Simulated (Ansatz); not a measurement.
**NO2F (nitryl fluoride): levels of theory compared**

We compute a comparison of 6 runs (B2PLYP/STO-3G, BLYP/STO-3G, UB3LYP/STO-3G, UPBE0/STO-3G, wB97X/STO-3G, UMP2/STO-3G) of NO2F (nitryl fluoride). 

The calculation is run with Ansatz 0.2.0.

69 further runs of the same task are left out: 10 that didn't finish, 59 set aside as unsound or not needed.

## (1) The molecule

The species is NO2F (4 atoms), meant as a singlet with charge 0. As SMILES, `O=[N+]([O-])F`. The N2–O1 distance was set to 1.462 Å, away from the relaxed value.

Bond lengths: O1–N2 1.462 Å, N2–O3 1.170 Å, N2–F4 1.442 Å. Angles: O1–N2–O3 135.6°, O1–N2–F4 112.2°, O3–N2–F4 112.2°.

## (2) A single-point energy at B2PLYP/STO-3G (run 1)

Input file run.yaml:

```yaml
crystal:
  periodic: [false, false, false]
  atoms:
    - {symbol: O, position_ang: [0.215436, 0.605382, 1.378065]}
    - {symbol: N, position_ang: [0.079720, -0.071800, 0.089140]}
    - {symbol: O, position_ang: [0.476580, -1.068680, -0.376880]}
    - {symbol: F, position_ang: [-0.744590, 0.670550, -0.832510]}
basis:
  gaussian:
    orbitals: STO-3G
hamiltonian:
  xc: {name: B2PLYP}
correlation:
  frozen_orbitals: {F: 1, "N": 1, O: 1}
accuracy: high
```

Command:

```
$ ansatz run run.yaml --threads 1 --pin off --max-ram 3480MiB --events-out events.jsonl --progress --plain --runs-dir runs
```

The program printed:

```text
Warning: RAYON_NUM_THREADS=1 ignored (pool sized by the plan → 1); use --threads N
Functional definition: B2PLYP
  name "B2PLYP"
  parameter a = 0.53
  parameter c = 0.27
  exchange = (1 - a)*b88_x + a*exact_x
  correlation = (1 - c)*lyp_c + c*(mp2_os + mp2_ss)
367 factors; integrals over basis functions are off by at most 4.8e-8 eV
mean field evaluation 1: about -8157.8010 eV, gradient 5.7e1 eV
mean field evaluation 2: about -8157.8400 eV, gradient 5.7e1 eV
mean field evaluation 4: about -8162.7258 eV, gradient 4.0e1 eV
mean field evaluation 8: about -8167.1422 eV, gradient 3.3e-1 eV
mean field evaluation 16: about -8167.1338 eV, gradient 1.4e-5 eV
mean field -8167.13380735 eV, -300.1366315378 hartree, gradient 9.3e-8 eV, S^2 0.000000; 1 other end points of the search recorded, 0 dependent functions left out; unrestricted orbitals would lower it
4 core orbitals not correlated: weight in the atoms' cores, before any rotation towards them, 1.000 or more for the frozen orbitals, at most 0.000 for the correlated occupied ones
reference -8167.13381783 eV, -300.1366319231 hartree; 12, 12 occupied and 4, 4 virtual orbitals, 367 factors
second order -9.58267915 eV of doubles, -0.00000000 eV of singles
Total energy: -8169.72114120 eV, -300.2317143032 hartree
```

Wall time 1.7 s (1 thread of Arm Neoverse V1, shared host); peak memory 0.094 GiB.

## (3) The energy at BLYP/STO-3G (run 2)

Input file molecule.yaml:

```yaml
basis:
  gaussian:
    orbitals: STO-3G
crystal:
  periodic: [false, false, false]
  atoms:
    - symbol: O
      position_ang: [0.215436, 0.605382, 1.378065]
    - symbol: "N"
      position_ang: [0.079720, -0.071800, 0.089140]
    - symbol: O
      position_ang: [0.476580, -1.068680, -0.376880]
    - symbol: F
      position_ang: [-0.744590, 0.670550, -0.832510]
hamiltonian:
  xc: {name: BLYP}
accuracy: high
```

Command:

```
$ ansatz run molecule.yaml --threads 1 --pin off --max-ram 3480MiB --events-out events.jsonl --progress --plain --runs-dir runs
```

The program printed:

```text
Warning: RAYON_NUM_THREADS=1 ignored (pool sized by the plan → 1); use --threads N
Functional definition: BLYP
  name "BLYP"
  parameter beta = 0.0042
  parameter a = 0.04918
  parameter b = 0.132
  parameter c = 0.2533
  parameter d = 0.349
  exchange = b88_x(beta = beta)
  correlation = lyp_c(a = a, b = b, c = c, d = d)
367 factors; integrals over basis functions are off by at most 4.8e-8 eV
mean field evaluation 1: about -8171.1679 eV, gradient 4.8e1 eV
mean field evaluation 2: about -8019.1800 eV, gradient 1.4e2 eV
mean field evaluation 4: about -8168.3185 eV, gradient 4.9e1 eV
mean field evaluation 8: about -8178.1829 eV, gradient 4.1e-2 eV
mean field -8178.11710399 eV, -300.5402602449 hartree, gradient 8.2e-8 eV, S^2 0.000000; 0 other end points of the search recorded, 0 dependent functions left out
reference -8178.11712626 eV, -300.5402610633 hartree; 16, 16 occupied and 4, 4 virtual orbitals, 367 factors
Total energy: -8178.11712626 eV, -300.5402610633 hartree
```

Wall time 1.2 s (1 thread of Arm Neoverse V1, shared host); peak memory 0.09 GiB.

Runs 3 to 5 aren't shown in full; the table further down has their settings and results.

## (4) The energy at UMP2/STO-3G (run 6)

Input file job.yaml:

```yaml
crystal:
  periodic: [false, false, false]
  atoms:
    - {symbol: O, position_ang: [0.215436, 0.605382, 1.378065]}
    - {symbol: "N", position_ang: [0.079720, -0.071800, 0.089140]}
    - {symbol: O, position_ang: [0.476580, -1.068680, -0.376880]}
    - {symbol: F, position_ang: [-0.744590, 0.670550, -0.832510]}
basis:
  gaussian:
    orbitals: STO-3G
correlation:
  method: mp2
  frozen_orbitals: {F: 1, "N": 1, O: 1}
magnetization:
  spin_polarized: true
  initial_magnetization: 0
accuracy: high
```

Command:

```
$ ansatz run job.yaml --threads 1 --pin off --max-ram 3480MiB --events-out events.jsonl --progress --plain --runs-dir runs
```

The program printed (excerpt; [...] marks lines left out):

```text
Warning: RAYON_NUM_THREADS=1 ignored (pool sized by the plan → 1); use --threads N
Functional definition: HF
  name "HF"
[...]
367 factors; integrals over basis functions are off by at most 4.8e-8 eV
[...]
mean field -8144.19274497 eV, -299.2935630454 hartree, gradient 2.8e-8 eV, S^2 0.924868; 10 other end points of the search recorded, 0 dependent functions left out
4 core orbitals not correlated: weight in the atoms' cores, before any rotation towards them, 1.000 or more for the frozen orbitals, at most 0.000 for the correlated occupied ones
reference -8144.19274497 eV, -299.2935630454 hartree; 12, 12 occupied and 4, 4 virtual orbitals, 367 factors
second order -3.38794531 eV of doubles, -0.00000000 eV of singles
Total energy: -8147.58069028 eV, -299.4180677393 hartree
```

Run time: 0.64 s. Hardware: 1 thread of Arm Neoverse V1, shared host.

## (5) The series

| run | level | frozen core orbitals | energy (Eh) | wall time |
| --- | --- | --- | --- | --- |
| 1 | B2PLYP/STO-3G | 4 | -300.231714 | 1.7 s |
| 2 | BLYP/STO-3G | – | -300.540261 | 1.2 s |
| 3 | UB3LYP/STO-3G | – | -300.579159 | 4.5 s |
| 4 | UPBE0/STO-3G | – | -300.339061 | 3.6 s |
| 5 | wB97X/STO-3G | – | -300.555907 | 4.8 s |
| 6 | UMP2/STO-3G | 4 | -299.418068 | 0.64 s |

## (6) Outcome

```
                                          quantity          value
                               run 6: total energy  -299.41807 Eh
run 6: correlation energy (4 core orbitals frozen)     -124.5 mEh
          run 6: ⟨S²⟩ of the reference determinant          0.925
```

**Reading.** Totals of different functionals can't be ranked against each other. In run 1 the log says that unrestricted orbitals would lower the reference, so the values rest on an unstable closed-shell determinant (other closed-shell runs at this shape may share the fault). In runs 1, 2, 3, 4, 5, 6 the basis is minimal, so the values are rough. Spin contamination of the reference: run 6 ⟨S²⟩ = 0.92, run 4 ⟨S²⟩ = 0.16. Where it is this large, the reference is a mixture of spin states, and values that rest on it are in doubt. All runs together took 16 s, the longest 4.8 s.
